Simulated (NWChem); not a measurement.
Atomisation of tetrafluoromethane (CF₄)

```
C
F 1 1.3336
F 1 1.3336 2 109.47
F 1 1.3336 2 109.47 3 120.00
F 1 1.3336 2 109.47 4 120.00
```
Charge 0, spin multiplicity 1.

The numbers come from NWChem runs, not from measurements. All single points use one geometry, from PBE/def2-SVP, a minimum by its harmonic frequencies.

Basis set: def2-TZVP. The atomisation energy is electronic alone: no zero-point, thermal, spin-orbit or counterpoise terms. No value is extrapolated to the basis-set limit. Free atoms are single determinants with multiplicities F 2, C 3. Correlated methods freeze the same cores in atoms and molecule, 5 orbitals in all.

```
method       atomisation energy (kcal/mol)  relative cost
-----------  -----------------------------  -------------
LDA (SVWN5)                          598.7              1
PBE                                  504.6        under 3
PBE0                                 478.3        under 3
B3LYP                                468.6        under 3
HF                                   311.1        under 3
BLYP                                 478.2        under 3
r2SCAN                               482.4        under 3
MP2                                  492.5              4
CAM-B3LYP                            479.4             10
```

The values span 287.6 kcal/mol, from HF (lowest) to LDA (SVWN5) (highest). Costs are rough ratios of processor time within this set of runs, SCF included, with LDA (SVWN5) as 1. Costs are the molecule's.

B3LYP has NWChem's definition, with VWN1-RPA local correlation. GW and range-separated runs recompute their integrals, the others keep them in memory, which bears on the times. No SCF solution was tested for a lower state. Open-shell Hartree-Fock references start from PBE0 orbitals; any time given for them includes that run.
